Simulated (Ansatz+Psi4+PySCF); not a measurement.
```xyz
5

C     0.0000    0.0000   -1.2193
C     0.0000    0.0000    0.0989
H     0.0000    0.9388   -1.7532
H     0.0000   -0.9388   -1.7532
O     0.0000    0.0000    1.2786
```

Basis set: cc-pVTZ (spherical functions). Left uncorrelated: 3 orbitals. Charge 0, multiplicity 1.

Computed with Ansatz (development build ahead of 0.2.0) and Psi4 1.11; each method stands on the lowest determinant of its kind that the runs found. Restricted open shells among the atoms or ions are ROHF, correlated in semicanonical orbitals with singles.

Give the vertical ionization energy (product with multiplicity 2 at the same shape, open shells in the same class of orbitals) of singlet C2H2O by RHF-CCSD(T), RHF-CCSD, RHF-MP2, RHF.

```
     method  ionization energy
RHF-CCSD(T)            9.67 eV
   RHF-CCSD            9.64 eV
    RHF-MP2            9.62 eV
        RHF            8.87 eV
```
